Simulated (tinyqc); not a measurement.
Worked calculation (part 1 of 3): RHF in the sto-6g basis, for CH3-, spin multiplicity 1. The basis has no diffuse functions, so it cannot describe the extra electron: this is an exercise in the method, not the real anion. Computed by tinyqc, a small Python program that keeps every step (integrals from PySCF). Settings: charge = -1, multiplicity = 1, basis = sto-6g, energy threshold = 1e-09, iteration cap = 54, orthogonalisation = symmetric, start = Wolfsberg-Helmholz matrix, DIIS depth = 4, method = RHF. Command: `OMP_NUM_THREADS=1 python tinyqc.py 24964 24965 out.jsonl` (the two numbers bound the seeds that draw the settings). One thread of a shared host (Intel(R) Xeon(R) Processor @ 2.60GHz), about 0.2 s of CPU time with the checks. Later iterations appear only in the table of the cycle.

## One-electron integrals

Geometry (angstrom):
```
atom          x          y         z
C      0.000000   0.000000  0.010000
H      1.158000   0.000000  0.000000
H     -0.579000   1.003000  0.000000
H     -0.579000  -1.003000  0.000000
```

Basis sto-6g: exponents (1/bohr^2) and contraction coefficients of normalised primitives:
```
element  l (shell)    exponent  coefficient
C            s (1)  742.737049     0.009164
C            s (1)  136.180025     0.049361
C            s (1)   38.098264     0.168538
C            s (1)   13.087782     0.370563
C            s (1)    5.082369     0.416492
C            s (1)    2.093200     0.130334
C            s (2)   30.497239    -0.013253
C            s (2)    6.036200    -0.046992
C            s (2)    1.876046    -0.033785
C            s (2)    0.721783     0.250242
C            s (2)    0.313471     0.595117
C            s (2)    0.143687     0.240706
C            p (3)   30.497239     0.003760
C            p (3)    6.036200     0.037679
C            p (3)    1.876046     0.173897
C            p (3)    0.721783     0.418036
C            p (3)    0.313471     0.425860
C            p (3)    0.143687     0.101708
H            s (1)   35.523221     0.009164
H            s (1)    6.513144     0.049361
H            s (1)    1.822143     0.168538
H            s (1)    0.625955     0.370563
H            s (1)    0.243077     0.416492
H            s (1)    0.100112     0.130334
```

Overlap, kinetic and nuclear-attraction integrals over the contracted functions; the nuclear repulsion is the sum of Za Zb / Rab.

nuclear repulsion = 9.01610909 hartree

overlap S, order 1C 1s, 1C 2s, 1C 2px, 1C 2py, 1C 2pz, 2H 1s, 3H 1s, 4H 1s:
$$\begin{pmatrix}
1.000000 & 0.243228 & 0.000000 & 0.000000 & 0.000000 & 0.055273 & 0.055257 & 0.055257 \\
0.243228 & 1.000000 & 0.000000 & 0.000000 & 0.000000 & 0.452970 & 0.452902 & 0.452902 \\
0.000000 & 0.000000 & 1.000000 & 0.000000 & 0.000000 & 0.443189 & -0.221548 & -0.221548 \\
0.000000 & 0.000000 & 0.000000 & 1.000000 & 0.000000 & 0.000000 & 0.383787 & -0.383787 \\
0.000000 & 0.000000 & 0.000000 & 0.000000 & 1.000000 & -0.003827 & -0.003826 & -0.003826 \\
0.055273 & 0.452970 & 0.443189 & 0.000000 & -0.003827 & 1.000000 & 0.118797 & 0.118797 \\
0.055257 & 0.452902 & -0.221548 & 0.383787 & -0.003826 & 0.118797 & 1.000000 & 0.118756 \\
0.055257 & 0.452902 & -0.221548 & -0.383787 & -0.003826 & 0.118797 & 0.118756 & 1.000000
\end{pmatrix}$$

kinetic energy T (hartree), order 1C 1s, 1C 2s, 1C 2px, 1C 2py, 1C 2pz, 2H 1s, 3H 1s, 4H 1s:
$$\begin{pmatrix}
16.068641 & -0.492789 & 0.000000 & 0.000000 & 0.000000 & -0.008847 & -0.008848 & -0.008848 \\
-0.492789 & 0.492405 & 0.000000 & 0.000000 & 0.000000 & 0.085546 & 0.085510 & 0.085510 \\
0.000000 & 0.000000 & 1.479234 & 0.000000 & 0.000000 & 0.222905 & -0.111407 & -0.111407 \\
0.000000 & 0.000000 & 0.000000 & 1.479234 & 0.000000 & 0.000000 & 0.192991 & -0.192991 \\
0.000000 & 0.000000 & 0.000000 & 0.000000 & 1.479234 & -0.001925 & -0.001924 & -0.001924 \\
-0.008847 & 0.085546 & 0.222905 & 0.000000 & -0.001925 & 0.768522 & -0.011654 & -0.011654 \\
-0.008848 & 0.085510 & -0.111407 & 0.192991 & -0.001924 & -0.011654 & 0.768522 & -0.011656 \\
-0.008848 & 0.085510 & -0.111407 & -0.192991 & -0.001924 & -0.011654 & -0.011656 & 0.768522
\end{pmatrix}$$

nuclear attraction V (hartree), order 1C 1s, 1C 2s, 1C 2px, 1C 2py, 1C 2pz, 2H 1s, 3H 1s, 4H 1s:
$$\begin{pmatrix}
-35.378738 & -3.951835 & -0.000005 & 0.000000 & 0.000410 & -1.008505 & -1.008216 & -1.008216 \\
-3.951835 & -6.502529 & -0.000043 & 0.000000 & 0.004096 & -2.461267 & -2.460790 & -2.460790 \\
-0.000005 & -0.000043 & -6.558868 & 0.000000 & 0.000000 & -2.234599 & 1.117000 & 1.117000 \\
0.000000 & 0.000000 & 0.000000 & -6.558868 & 0.000000 & 0.000000 & -1.934995 & 1.934995 \\
0.000410 & 0.004096 & 0.000000 & 0.000000 & -6.389186 & 0.020188 & 0.020183 & 0.020183 \\
-1.008505 & -2.461267 & -2.234599 & 0.000000 & 0.020188 & -4.463957 & -0.587386 & -0.587386 \\
-1.008216 & -2.460790 & 1.117000 & -1.934995 & 0.020183 & -0.587386 & -4.463664 & -0.587179 \\
-1.008216 & -2.460790 & 1.117000 & 1.934995 & 0.020183 & -0.587386 & -0.587179 & -4.463664
\end{pmatrix}$$

core Hamiltonian H = T + V (hartree), order 1C 1s, 1C 2s, 1C 2px, 1C 2py, 1C 2pz, 2H 1s, 3H 1s, 4H 1s:
$$\begin{pmatrix}
-19.310098 & -4.444624 & -0.000005 & 0.000000 & 0.000410 & -1.017352 & -1.017065 & -1.017065 \\
-4.444624 & -6.010124 & -0.000043 & 0.000000 & 0.004096 & -2.375721 & -2.375280 & -2.375280 \\
-0.000005 & -0.000043 & -5.079634 & 0.000000 & 0.000000 & -2.011695 & 1.005593 & 1.005593 \\
0.000000 & 0.000000 & 0.000000 & -5.079634 & 0.000000 & 0.000000 & -1.742005 & 1.742005 \\
0.000410 & 0.004096 & 0.000000 & 0.000000 & -4.909952 & 0.018263 & 0.018259 & 0.018259 \\
-1.017352 & -2.375721 & -2.011695 & 0.000000 & 0.018263 & -3.695435 & -0.599040 & -0.599040 \\
-1.017065 & -2.375280 & 1.005593 & -1.742005 & 0.018259 & -0.599040 & -3.695141 & -0.598835 \\
-1.017065 & -2.375280 & 1.005593 & 1.742005 & 0.018259 & -0.599040 & -0.598835 & -3.695141
\end{pmatrix}$$

## Two-electron integrals

Functions are numbered as in S; the eight-fold symmetry (ij|kl) = (ji|kl) = (kl|ij) leaves the list below.

Two-electron integrals (ij|kl) in chemists' order, unique and non-zero (hartree):
```
(11|11) 3.543743    (21|11) 0.529462    (21|21) 0.100317    (22|11) 0.853596
(22|21) 0.199930    (22|22) 0.624844    (31|31) 0.021271    (32|31) 0.031868
(32|32) 0.138108    (33|11) 0.853598    (33|21) 0.199930    (33|22) 0.624843
(33|33) 0.673218    (41|41) 0.021271    (42|41) 0.031868    (42|42) 0.138108
(43|43) 0.036281    (44|11) 0.853598    (44|21) 0.199930    (44|22) 0.624843
(44|33) 0.600655    (44|44) 0.673218    (51|51) 0.021271    (52|51) 0.031868
(52|52) 0.138108    (53|53) 0.036281    (54|54) 0.036281    (55|11) 0.853598
(55|21) 0.199930    (55|22) 0.624843    (55|33) 0.600655    (55|44) 0.600655
(55|55) 0.673218    (61|11) 0.126902    (61|21) 0.023140    (61|22) 0.045347
(61|31) 0.001517    (61|32) 0.002932    (61|33) 0.045690    (61|44) 0.045175
(61|51) -0.000013   (61|52) -0.000025   (61|53) -4.45e-06   (61|55) 0.045175
(61|61) 0.005489    (62|11) 0.298726    (62|21) 0.070978    (62|22) 0.243655
(62|31) 0.007214    (62|32) 0.047815    (62|33) 0.255118    (62|44) 0.237922
(62|51) -0.000062   (62|52) -0.000413   (62|53) -0.000148   (62|55) 0.237924
(62|61) 0.016888    (62|62) 0.124756    (63|11) 0.255043    (63|21) 0.061459
(63|22) 0.223400    (63|31) 0.013055    (63|32) 0.079454    (63|33) 0.245724
(63|44) 0.212237    (63|51) -0.000046   (63|52) -0.000349   (63|53) -0.000208
(63|55) 0.212238    (63|61) 0.015343    (63|62) 0.135841    (63|63) 0.160517
(64|41) 0.007672    (64|42) 0.039056    (64|43) 0.009370    (64|54) -0.000081
(64|64) 0.015347    (65|11) -0.002202   (65|21) -0.000531   (65|22) -0.001929
(65|31) -0.000046   (65|32) -0.000349   (65|33) -0.001960   (65|44) -0.001833
(65|51) 0.007672    (65|52) 0.039059    (65|53) 0.009371    (65|55) -0.001995
(65|61) -0.000132   (65|62) -0.001173   (65|63) -0.001254   (65|65) 0.015357
(66|11) 0.448954    (66|21) 0.108761    (66|22) 0.423117    (66|31) 0.013981
(66|32) 0.123279    (66|33) 0.467703    (66|44) 0.400821    (66|51) -0.000121
(66|52) -0.001065   (66|53) -0.000578   (66|55) 0.400826    (66|61) 0.026344
(66|62) 0.273971    (66|63) 0.329715    (66|65) -0.002847   (66|66) 0.774999
(71|11) 0.126866    (71|21) 0.023133    (71|22) 0.045334    (71|31) -0.000758
(71|32) -0.001465   (71|33) 0.045291    (71|41) 0.001313    (71|42) 0.002538
(71|43) -0.000223   (71|44) 0.045548    (71|51) -0.000013   (71|52) -0.000025
(71|53) 2.22e-06    (71|54) -3.85e-06   (71|55) 0.045162    (71|61) 0.005310
(71|62) 0.015741    (71|63) 0.013300    (71|64) 0.000586    (71|65) -0.000124
(71|66) 0.023960    (71|71) 0.005486    (72|11) 0.298667    (72|21) 0.070964
(72|22) 0.243611    (72|31) -0.003606   (72|32) -0.023901   (72|33) 0.242176
(72|41) 0.006247    (72|42) 0.041404    (72|43) -0.007444   (72|44) 0.250775
(72|51) -0.000062   (72|52) -0.000413   (72|53) 0.000074    (72|54) -0.000129
(72|55) 0.237880    (72|61) 0.015743    (72|62) 0.088479    (72|63) 0.075573
(72|64) 0.010494    (72|65) -0.000810   (72|66) 0.151004    (72|71) 0.016880
(72|72) 0.124716    (73|11) -0.127488   (73|21) -0.030721   (73|22) -0.111673
(73|31) 0.009015    (73|32) 0.049143    (73|33) -0.117303   (73|41) -0.002331
(73|42) -0.017490   (73|43) 0.011306    (73|44) -0.111622   (73|51) 0.000023
(73|52) 0.000174    (73|53) -0.000113   (73|54) 0.000055    (73|55) -0.106093
(73|61) -0.006142   (73|62) -0.028696   (73|63) -0.015479   (73|64) -0.002454
(73|65) 0.000258    (73|66) -0.040402   (73|71) -0.007667   (73|72) -0.067894
(73|73) 0.051617    (74|11) 0.220848    (74|21) 0.053219    (74|22) 0.193450
(74|31) -0.002331   (74|32) -0.017490   (74|33) 0.186976    (74|41) 0.011707
(74|42) 0.069344    (74|43) -0.010213   (74|44) 0.209589    (74|51) -0.000040
(74|52) -0.000302   (74|53) 0.000055    (74|54) -0.000176   (74|55) 0.183785
(74|61) 0.011813    (74|62) 0.070700    (74|63) 0.060091    (74|64) 0.017794
(74|65) -0.000633   (74|66) 0.121223    (74|71) 0.013282    (74|72) 0.117613
(74|73) -0.062841   (74|74) 0.124200    (75|11) -0.002202   (75|21) -0.000531
(75|22) -0.001929   (75|31) 0.000023    (75|32) 0.000174    (75|33) -0.001864
(75|41) -0.000040   (75|42) -0.000302   (75|43) 0.000055    (75|44) -0.001928
(75|51) 0.007670    (75|52) 0.039050    (75|53) -0.004684   (75|54) 0.008115
(75|55) -0.001994   (75|61) -0.000124   (75|62) -0.000810   (75|63) -0.000677
(75|64) -0.000093   (75|65) 0.010143    (75|66) -0.001464   (75|71) -0.000132
(75|72) -0.001173   (75|73) 0.000627    (75|74) -0.001085   (75|75) 0.015352
(76|11) 0.070137    (76|21) 0.016706    (76|22) 0.059200    (76|31) 0.000710
(76|32) 0.004969    (76|33) 0.059728    (76|41) 0.001230    (76|42) 0.008608
(76|43) 0.000380    (76|44) 0.060167    (76|51) -0.000025   (76|52) -0.000172
(76|53) -0.000023   (76|54) -0.000040   (76|55) 0.057706    (76|61) 0.003868
(76|62) 0.026973    (76|63) 0.027222    (76|64) 0.002917    (76|65) -0.000279
(76|66) 0.055156    (76|71) 0.003867    (76|72) 0.026969    (76|73) -0.011083
(76|74) 0.025032    (76|75) -0.000279   (76|76) 0.007160    (77|11) 0.448910
(77|21) 0.108750    (77|22) 0.423085    (77|31) -0.006989   (77|32) -0.061627
(77|33) 0.417506    (77|41) 0.012107    (77|42) 0.106756    (77|43) -0.028956
(77|44) 0.450951    (77|51) -0.000121   (77|52) -0.001064   (77|53) 0.000289
(77|54) -0.000500   (77|55) 0.400796    (77|61) 0.023964    (77|62) 0.151021
(77|63) 0.125192    (77|64) 0.025618    (77|65) -0.001464   (77|66) 0.262923
(77|71) 0.026334    (77|72) 0.273920    (77|73) -0.164815   (77|74) 0.285509
(77|75) -0.002847   (77|76) 0.055156    (77|77) 0.774999    (81|11) 0.126866
(81|21) 0.023133    (81|22) 0.045334    (81|31) -0.000758   (81|32) -0.001465
(81|33) 0.045291    (81|41) -0.001313   (81|42) -0.002538   (81|43) 0.000223
(81|44) 0.045548    (81|51) -0.000013   (81|52) -0.000025   (81|53) 2.22e-06
(81|54) 3.85e-06    (81|55) 0.045162    (81|61) 0.005310    (81|62) 0.015741
(81|63) 0.013300    (81|64) -0.000586   (81|65) -0.000124   (81|66) 0.023960
(81|71) 0.005309    (81|72) 0.015738    (81|73) -0.007156   (81|74) 0.011224
(81|75) -0.000124   (81|76) 0.003655    (81|77) 0.023957    (81|81) 0.005486
(82|11) 0.298667    (82|21) 0.070964    (82|22) 0.243611    (82|31) -0.003606
(82|32) -0.023901   (82|33) 0.242176    (82|41) -0.006247   (82|42) -0.041404
(82|43) 0.007444    (82|44) 0.250775    (82|51) -0.000062   (82|52) -0.000413
(82|53) 0.000074    (82|54) 0.000129    (82|55) 0.237880    (82|61) 0.015743
(82|62) 0.088479    (82|63) 0.075573    (82|64) -0.010494   (82|65) -0.000810
(82|66) 0.151004    (82|71) 0.015738    (82|72) 0.088460    (82|73) -0.046861
(82|74) 0.060194    (82|75) -0.000809   (82|76) 0.020458    (82|77) 0.150989
(82|81) 0.016880    (82|82) 0.124716    (83|11) -0.127488   (83|21) -0.030721
(83|22) -0.111673   (83|31) 0.009015    (83|32) 0.049143    (83|33) -0.117303
(83|41) 0.002331    (83|42) 0.017490    (83|43) -0.011306   (83|44) -0.111622
(83|51) 0.000023    (83|52) 0.000174    (83|53) -0.000113   (83|54) -0.000055
(83|55) -0.106093   (83|61) -0.006142   (83|62) -0.028696   (83|63) -0.015479
(83|64) 0.002454    (83|65) 0.000258    (83|66) -0.040402   (83|71) -0.007156
(83|72) -0.046861   (83|73) 0.034419    (83|74) -0.031265   (83|75) 0.000419
(83|76) -0.008357   (83|77) -0.084756   (83|81) -0.007667   (83|82) -0.067894
(83|83) 0.051617    (84|11) -0.220848   (84|21) -0.053219   (84|22) -0.193450
(84|31) 0.002331    (84|32) 0.017490    (84|33) -0.186976   (84|41) 0.011707
(84|42) 0.069344    (84|43) -0.010213   (84|44) -0.209589   (84|51) 0.000040
(84|52) 0.000302    (84|53) -0.000055   (84|54) -0.000176   (84|55) -0.183785
(84|61) -0.011813   (84|62) -0.070700   (84|63) -0.060091   (84|64) 0.017794
(84|65) 0.000633    (84|66) -0.121223   (84|71) -0.011224   (84|72) -0.060194
(84|73) 0.031265    (84|74) -0.032119   (84|75) 0.000540    (84|76) -0.014476
(84|77) -0.095601   (84|81) -0.013282   (84|82) -0.117613   (84|83) 0.062841
(84|84) 0.124200    (85|11) -0.002202   (85|21) -0.000531   (85|22) -0.001929
(85|31) 0.000023    (85|32) 0.000174    (85|33) -0.001864   (85|41) 0.000040
(85|42) 0.000302    (85|43) -0.000055   (85|44) -0.001928   (85|51) 0.007670
(85|52) 0.039050    (85|53) -0.004684   (85|54) -0.008115   (85|55) -0.001994
(85|61) -0.000124   (85|62) -0.000810   (85|63) -0.000677   (85|64) 0.000093
(85|65) 0.010143    (85|66) -0.001464   (85|71) -0.000124   (85|72) -0.000809
(85|73) 0.000419    (85|74) -0.000540   (85|75) 0.010141    (85|76) -0.000205
(85|77) -0.001464   (85|81) -0.000132   (85|82) -0.001173   (85|83) 0.000627
(85|84) 0.001085    (85|85) 0.015352    (86|11) 0.070137    (86|21) 0.016706
(86|22) 0.059200    (86|31) 0.000710    (86|32) 0.004969    (86|33) 0.059728
(86|41) -0.001230   (86|42) -0.008608   (86|43) -0.000380   (86|44) 0.060167
(86|51) -0.000025   (86|52) -0.000172   (86|53) -0.000023   (86|54) 0.000040
(86|55) 0.057706    (86|61) 0.003868    (86|62) 0.026973    (86|63) 0.027222
(86|64) -0.002917   (86|65) -0.000279   (86|66) 0.055156    (86|71) 0.003655
(86|72) 0.020458    (86|73) -0.008357   (86|74) 0.014476    (86|75) -0.000205
(86|76) 0.005674    (86|77) 0.034541    (86|81) 0.003867    (86|82) 0.026969
(86|83) -0.011083   (86|84) -0.025032   (86|85) -0.000279   (86|86) 0.007160
(87|11) 0.070113    (87|21) 0.016700    (87|22) 0.059180    (87|31) -0.001420
(87|32) -0.009934   (87|33) 0.060365    (87|44) 0.059488    (87|51) -0.000025
(87|52) -0.000172   (87|53) 0.000046    (87|55) 0.057686    (87|61) 0.003654
(87|62) 0.020455    (87|63) 0.016712    (87|65) -0.000205   (87|66) 0.034532
(87|71) 0.003866    (87|72) 0.026959    (87|73) -0.016128   (87|74) 0.022107
(87|75) -0.000279   (87|76) 0.005673    (87|77) 0.055134    (87|81) 0.003866
(87|82) 0.026959    (87|83) -0.016128   (87|84) -0.022107   (87|85) -0.000279
(87|86) 0.005673    (87|87) 0.007155    (88|11) 0.448910    (88|21) 0.108750
(88|22) 0.423085    (88|31) -0.006989   (88|32) -0.061627   (88|33) 0.417506
(88|41) -0.012107   (88|42) -0.106756   (88|43) 0.028956    (88|44) 0.450951
(88|51) -0.000121   (88|52) -0.001064   (88|53) 0.000289    (88|54) 0.000500
(88|55) 0.400796    (88|61) 0.023964    (88|62) 0.151021    (88|63) 0.125192
(88|64) -0.025618   (88|65) -0.001464   (88|66) 0.262923    (88|71) 0.023957
(88|72) 0.150989    (88|73) -0.084756   (88|74) 0.095601    (88|75) -0.001464
(88|76) 0.034541    (88|77) 0.262896    (88|81) 0.026334    (88|82) 0.273920
(88|83) -0.164815   (88|84) -0.285509   (88|85) -0.002847   (88|86) 0.055156
(88|87) 0.055134    (88|88) 0.774999
```

## Orthogonalisation

S = U s U^T; symmetric (Loewdin) form X = U s^(-1/2) U^T, so that X^T S X = 1.

eigenvalues of S: [0.302908, 0.394598, 0.394626, 0.966578, 1.000115, 1.486591, 1.486617, 1.967966]

X, order 1C 1s, 1C 2s, 1C 2px, 1C 2py, 1C 2pz, 2H 1s, 3H 1s, 4H 1s:
$$\begin{pmatrix}
1.026489 & -0.156301 & -0.000003 & 0.000000 & 0.000247 & 0.021983 & 0.021981 & 0.021981 \\
-0.156301 & 1.354611 & 0.000053 & 0.000000 & -0.002742 & -0.301285 & -0.301202 & -0.301202 \\
-0.000003 & 0.000053 & 1.164064 & 0.000000 & 0.000000 & -0.313228 & 0.156567 & 0.156567 \\
0.000000 & 0.000000 & 0.000000 & 1.164053 & 0.000000 & 0.000000 & -0.271220 & 0.271220 \\
0.000247 & -0.002742 & 0.000000 & 0.000000 & 1.000023 & 0.002501 & 0.002501 & 0.002501 \\
0.021983 & -0.301285 & -0.313228 & 0.000000 & 0.002501 & 1.220644 & -0.027416 & -0.027416 \\
0.021981 & -0.301202 & 0.156567 & -0.271220 & 0.002501 & -0.027416 & 1.220562 & -0.027416 \\
0.021981 & -0.301202 & 0.156567 & 0.271220 & 0.002501 & -0.027416 & -0.027416 & 1.220562
\end{pmatrix}$$

## Starting guess

The start is the generalised Wolfsberg-Helmholz matrix (K = 1.75) built on H; D = 2 C_occ C_occ^T.

D at the start, order 1C 1s, 1C 2s, 1C 2px, 1C 2py, 1C 2pz, 2H 1s, 3H 1s, 4H 1s:
$$\begin{pmatrix}
2.043188 & -0.148348 & 0.000020 & 0.000000 & -0.002740 & -0.143650 & -0.143636 & -0.143636 \\
-0.148348 & 0.777160 & -0.000081 & 0.000000 & 0.009510 & 0.307281 & 0.307275 & 0.307275 \\
0.000020 & -0.000081 & 1.095883 & 0.000000 & 0.000001 & 0.475185 & -0.237608 & -0.237608 \\
0.000000 & 0.000000 & 0.000000 & 1.095919 & 0.000000 & 0.000000 & 0.411515 & -0.411515 \\
-0.002740 & 0.009510 & 0.000001 & 0.000000 & 1.999934 & -0.001709 & -0.001709 & -0.001709 \\
-0.143650 & 0.307281 & 0.475185 & 0.000000 & -0.001709 & 0.331169 & 0.022072 & 0.022072 \\
-0.143636 & 0.307275 & -0.237608 & 0.411515 & -0.001709 & 0.022072 & 0.331117 & 0.022071 \\
-0.143636 & 0.307275 & -0.237608 & -0.411515 & -0.001709 & 0.022072 & 0.022071 & 0.331117
\end{pmatrix}$$
